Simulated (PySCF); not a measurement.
Compound: CH4O3S.
Atom-mapped SMILES: `[CH3:1][S:2](=[O:3])(=[O:4])[OH:5]` (hydrogens: H6, H7, H8 on C1; H9 on O5)

Level of theory: TDDFT B3LYP/def2-SVPD, vertical, gas phase, core orbitals frozen in the response (PySCF 2.14.0, density-fitted response routines). The structure is a single GFN2-xTB conformer in the gas phase; no vibrational or solvent corrections. Torsions of this conformer, `[CH3:1][S:2](=[O:3])(=[O:4])[OH:5]`: H–O5–S2–C1 121°.

| state | E (eV) | λ (nm) | f | \|μ\| (D) | main configurations (H = HOMO, L = LUMO) |
| --- | --- | --- | --- | --- | --- |
| S1 | 7.48 | 165.7 | 0.0048 | 0.41 | H→L (98%) |
| S2 | 8.01 | 154.8 | 0.045 | 1.21 | H-1→L (85%), H-2→L (12%) |
| S3 | 8.10 | 153.1 | 0.021 | 0.83 | H-2→L (84%), H-1→L (13%) |
| S4 | 8.36 | 148.4 | 0.0093 | 0.54 | H→L+1 (77%), H→L+2 (12%) |
| S5 | 8.67 | 143.1 | 0.027 | 0.91 | H-3→L (76%), H→L+2 (10%) |
| S6 | 8.71 | 142.4 | 0.0057 | 0.42 | H→L+2 (61%), H→L+1 (16%), H-3→L (11%) |
| S7 | 8.84 | 140.2 | 0.026 | 0.89 | H-1→L+1 (64%), H-1→L+2 (15%) |
| S8 | 8.88 | 139.5 | 0.0052 | 0.39 | H-2→L+1 (38%), H→L+5 (27%), H-2→L+2 (16%) |

Triplets (Tamm–Dancoff): T1 7.31 eV, H→L (90%); T2 7.78 eV, H-1→L (89%); T3 7.87 eV, H-2→L (58%), H→L+1 (14%).

The lowest singlet comes at 166 nm (722 kJ/mol) in the vacuum ultraviolet; it is very weak; its leading configuration is HOMO→LUMO (98%). The most intense listed level is S2 at 8.01 eV (155 nm, f = 0.045), 0.53 eV above S1. Löwdin shares by element: HOMO oxygen 92%, sulfur 5%; LUMO sulfur 32%, oxygen 20% or more, hydrogen 14% or more, carbon 10% (atoms not listed hold the other 24%). Orbital energies (eV): HOMO-3 -10.09, HOMO-2 -9.44, HOMO-1 -9.36, HOMO -8.87, LUMO -0.42, LUMO+1 0.47, LUMO+2 0.92. Of the 8 states listed, 4 reach f = 0.01 and none stays under 0.0005. The listed states span 1.40 eV, and the widest gap between neighbours is 0.53 eV (S1 to S2). The window holds the lowest 8 singlets.

On Arm Neoverse V1, one thread, no GPU (shared host), this took 13 s wall.
